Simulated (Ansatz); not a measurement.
**BSiH4 (doublet): wave-function methods side by side at distance B1–H4 along a hydrogen transfer = 1.618 Å, cc-pVDZ**

How much of the correlation energy of BSiH4 (doublet) does each wave-function method recover here?

The runs use Ansatz 0.2.0, Gaussian basis; cc-pVDZ, core rule «outside noble gas», up to 6 orbitals frozen.

Plan: UHF; CCSD(T) on ROHF; CCSD(T) on UHF; BCCD(T) on ROHF; CISD; CCSDT(Q) on ROHF; CCSDT(Q) on UHF; CASSCF and MRCISD+Q, 3 electrons in 3 orbitals; CASSCF and NEVPT2, 3 electrons in 3 orbitals; CASSCF and NEVPT2, 9 electrons in 9 orbitals.

5 further runs of the same task are left out: 4 that didn't finish, 1 set aside as unsound or not needed.

### Step 1. The geometry

The geometry derives from fragments relaxed apart (PBE0/def2-TZVP) and kept rigid, so it is no stationary point. A hydrogen atom is moved between rigid fragments.

6 atoms, charge 0, spin multiplicity 2.

Atoms are counted from 1 here; the program's logs count them from 0.

Bond lengths: B1–H2 1.193 Å, B1–H3 1.193 Å, Si5–H6 1.532 Å. Angles: H2–B1–H3 120.0°.

### Step 2. UHF

in.yaml reads:

```yaml
crystal:
  periodic: [false, false, false]
  atoms:
    - {symbol: B, position_ang: [-2.307267, 0.034738, 0.000000]}
    - {symbol: H, position_ang: [-2.904000, 1.068310, 0.000000]}
    - {symbol: H, position_ang: [-2.904000, -0.998833, 0.000000]}
    - {symbol: H, position_ang: [-0.689267, 0.034738, 0.000000]}
    - {symbol: Si, position_ang: [1.068733, 0.034738, 0.000000]}
    - {symbol: H, position_ang: [1.465168, -1.444775, 0.000000]}
basis:
  gaussian: {orbitals: cc-pVDZ}
magnetization: {spin_polarized: true, initial_magnetization: 1}
hamiltonian: {xc: hf}
output: {orbitals: {seedname: orbitals}}
```

Started as:

```
$ ansatz run in.yaml --threads 1 --pin off --events-out ev --progress --plain --max-ram 2393MiB
```

After this run come: CCSD(T) on ROHF; CCSD(T) on UHF; BCCD(T) on ROHF; CISD; CCSDT(Q) on ROHF; CCSDT(Q) on UHF; CASSCF and MRCISD+Q, 3 electrons in 3 orbitals; CASSCF and NEVPT2, 3 electrons in 3 orbitals; CASSCF and NEVPT2, 9 electrons in 9 orbitals.

**Question.** What will the summary of the whole plan be? Wanted: UCCSDT(Q) below the RHF energy; RMP2 from UCCSDT(Q); UMP2 from UCCSDT(Q); RCCSD from UCCSDT(Q); RCCSD(T) from UCCSDT(Q); UCCSD(T) from UCCSDT(Q); RCCSDT(Q) from UCCSDT(Q); NEVPT2 pair from UCCSDT(Q); MRCISD+Q pair from UCCSDT(Q).

The runs gave:

```
                         quantity                      value
   UCCSDT(Q) below the RHF energy                 -6.2818 eV
              RMP2 from UCCSDT(Q)              +146.4 kJ/mol
              UMP2 from UCCSDT(Q)              +152.1 kJ/mol
             RCCSD from UCCSDT(Q)               +22.1 kJ/mol
          RCCSD(T) from UCCSDT(Q)                +5.8 kJ/mol
          UCCSD(T) from UCCSDT(Q)                +6.1 kJ/mol
         RCCSDT(Q) from UCCSDT(Q)                +0.2 kJ/mol
       NEVPT2 pair from UCCSDT(Q)              +146.2 kJ/mol
     MRCISD+Q pair from UCCSDT(Q)                +5.4 kJ/mol
levels within 1 kcal/mol (43 meV)  RCCSDT, UCCSDT, RCCSDT(Q)
                    T1 diagnostic                      0.029
```

**Reading.** RCCSD(T) lands +5.8 kJ/mol from the yardstick (1.0 % of the correlation energy). Of the multireference levels listed MRCISD+Q pair comes nearest in total energy (+5.4 kJ/mol), which doesn't show that its space is the better one. These misses are within one basis, not against nature; the frozen cores of restricted and unrestricted runs differ, which can shift their rows.
